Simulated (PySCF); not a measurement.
An unknown gives this computed stick spectrum. The calculation used TDDFT wB97X-D/def2-SVPD, vertical, gas phase, core orbitals frozen in the response (PySCF). Geometries: GFN2-xTB, one conformer each. The highest level found (9.43 eV, f 0.0000 so far) is left out, since the window may have cut off a degenerate partner.

| state | E (eV) | λ (nm) | f |
| --- | --- | --- | --- |
| S1 | 8.30 | 149.4 | 0.096 |
| S2 | 8.30 | 149.4 | 0.096 |
| S3 | 8.30 | 149.3 | 0.097 |
| S4 | 9.23 | 134.3 | 0.0000 |
| S5 | 9.41 | 131.7 | 0.061 |
| S6 | 9.42 | 131.7 | 0.061 |
| S7 | 9.42 | 131.6 | 0.060 |

Orbital energies (eV): HOMO-3 -12.59, HOMO-2 -10.20, HOMO-1 -10.20, HOMO -10.20, LUMO 2.15, LUMO+1 3.15, LUMO+2 3.15.

Task: Which structure fits?
A. `[SiH3][SiH2][SiH2]N(C)C`
B. `C[Si@@](N)([SiH3])C[SiH3]`
C. `C[Si](C)(C)C`
D. `[SiH2](NC)C([SiH3])[SiH3]`

Result: C. Its S1, at 8.30 eV, is the highest among the candidates; the nearest of the others has S1 at 6.18 eV. Löwdin shares by element: HOMO (one of a set within 0.03 eV) carbon 54% or more, silicon 20% (atoms not listed hold the other 26%); LUMO carbon 25% or more, silicon 19% (atoms not listed hold the other 55%). At the same level the other candidates give, for their lowest levels:
- `C[Si@@](N)([SiH3])C[SiH3]`: 6.18 eV (f 0.036); 6.59 eV (f 0.043); 6.88 eV (f 0.046); 7.69 eV (f 0.087); 7.78 eV (f 0.093); T1 5.63 eV; HOMO -8.83, LUMO 1.81 eV
- `CN(C)[SiH2][SiH2][SiH3]`: 4.95 eV (f 0.018); 5.32 eV (f 0.005); 6.23 eV (f 0.077); 6.35 eV (f 0.007); 6.80 eV (f 0.013); T1 4.64 eV; HOMO -8.04, LUMO 1.09 eV
- `CN[SiH2]C([SiH3])[SiH3]`: 6.11 eV (f 0.001); 6.65 eV (f 0.005); 7.09 eV (f 0.004); 7.39 eV (f 0.027); 7.79 eV (f 0.031); T1 5.94 eV; HOMO -8.68, LUMO 1.87 eV
Triplets come from the Tamm–Dancoff approximation.
